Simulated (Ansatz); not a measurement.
**SiH2SF (SMILES F[SiH]S) at UMP2/STO-3G**

What is the vertical doublet–quartet gap of SiH2SF at UMP2/STO-3G? 

Program for the calculation: Ansatz 0.2.0.

72 further runs of the same task are left out: 4 that didn't finish, 68 set aside as unsound or not needed.

## 1. The molecule

The species is SiH2SF (5 atoms), meant as a doublet with charge 0. As SMILES, `F[SiH]S`. The shape is that of a PBE0-D4/def2-TZVP optimisation. This is one conformer, not always the lowest.

Bond lengths: F1–Si2 1.603 Å, Si2–S3 2.122 Å, Si2–H4 1.489 Å, S3–H5 1.344 Å. Angles: F1–Si2–S3 112.5°, F1–Si2–H4 107.6°, S3–Si2–H4 105.3°, Si2–S3–H5 95.0°.

## 2. A single-point energy at UMP2/STO-3G

Contents of in.yaml:

```yaml
crystal:
  periodic: [false, false, false]
  atoms:
    - {symbol: F, position_ang: [-1.242300, -0.527200, 1.134200]}
    - {symbol: Si, position_ang: [-0.629400, -0.168000, -0.303300]}
    - {symbol: S, position_ang: [1.400700, 0.438500, -0.191800]}
    - {symbol: H, position_ang: [-0.621800, -1.416500, -1.115500]}
    - {symbol: H, position_ang: [1.142700, 1.599500, 0.435000]}
basis:
  gaussian:
    orbitals: STO-3G
magnetization:
  spin_polarized: true
  initial_magnetization: 1
correlation:
  method: mp2
  frozen_orbitals: {F: 1, H: 0, S: 5, Si: 5}
accuracy: high
```

Run with:

```console
$ ansatz run in.yaml --threads 1 --pin off --max-ram 2610MiB --events-out events.jsonl --progress --plain --runs-dir runs
```

Standard output:

```text
Warning: RAYON_NUM_THREADS=1 ignored (pool sized by the plan → 1); use --threads N
Functional definition: HF
  name "HF"
  exchange = exact_x
  correlation = 0
461 factors; integrals over basis functions are off by at most 2.7e-8 eV
mean field evaluation 1: about -21167.2800 eV, gradient 1.4e1 eV
mean field evaluation 2: about -21167.3360 eV, gradient 1.4e1 eV
mean field evaluation 4: about -21169.3616 eV, gradient 1.3e0 eV
mean field evaluation 8: about -21169.4041 eV, gradient 1.6e-2 eV
mean field -21169.40409666 eV, -777.9612514149 hartree, gradient 6.5e-8 eV, S^2 0.753746; 0 other end points of the search recorded, 0 dependent functions left out
11 core orbitals not correlated: weight in the atoms' cores, before any rotation towards them, 1.000 or more for the frozen orbitals, at most 0.000 for the correlated occupied ones
reference -21169.40409666 eV, -777.9612514149 hartree; 10, 9 occupied and 4, 5 virtual orbitals, 461 factors
second order -1.82637262 eV of doubles, -0.00000000 eV of singles
Total energy: -21171.23046928 eV, -778.0283693707 hartree
```

Wall time 0.24 s (1 thread of Arm Neoverse V1, shared host).

## 3. The quartet at the same level

in.yaml: that of step 2 with these lines changed.

```diff
@@ -13,3 +13,3 @@
   spin_polarized: true
-  initial_magnetization: 1
+  initial_magnetization: 3
 correlation:
```

Run with:

```console
$ ansatz run in.yaml --threads 1 --pin off --max-ram 2610MiB --events-out events.jsonl --progress --plain --runs-dir runs
```

Standard output, shortened:

```text
Warning: RAYON_NUM_THREADS=1 ignored (pool sized by the plan → 1); use --threads N
[... 2 set-up lines as earlier in the session ...]
[...]
461 factors; integrals over basis functions are off by at most 2.7e-8 eV
[...]
mean field -21161.24366214 eV, -777.6613609774 hartree, gradient 1.6e-8 eV, S^2 3.760130; 5 other end points of the search recorded, 0 dependent functions left out
11 core orbitals not correlated: weight in the atoms' cores, before any rotation towards them, 1.000 or more for the frozen orbitals, at most 0.000 for the correlated occupied ones
reference -21161.24366214 eV, -777.6613609774 hartree; 11, 8 occupied and 3, 6 virtual orbitals, 461 factors
second order -1.39460636 eV of doubles, -0.00000000 eV of singles
Total energy: -21162.63826850 eV, -777.7126118160 hartree
```

Run time: 0.62 s. Hardware: 1 thread of Arm Neoverse V1, shared host.

## 4. Results

Level: UMP2/STO-3G, 11 core orbitals frozen.

| quantity | value |
| --- | --- |
| doublet: total energy | -778.02837 Eh |
| doublet: correlation energy (11 core orbitals frozen) | -67.1 mEh |
| doublet: ⟨S²⟩ of the reference determinant | 0.754 |
| quartet: total energy | -777.71261 Eh |
| quartet: correlation energy (11 core orbitals frozen) | -51.3 mEh |
| quartet: ⟨S²⟩ of the reference determinant | 3.760 |
| vertical energy of the quartet above the doublet | 8.592 eV |

At this shape the quartet lies 8.59 eV (829 kJ/mol) above the doublet. In a minimal basis such a difference can be off by several eV, whatever the method.
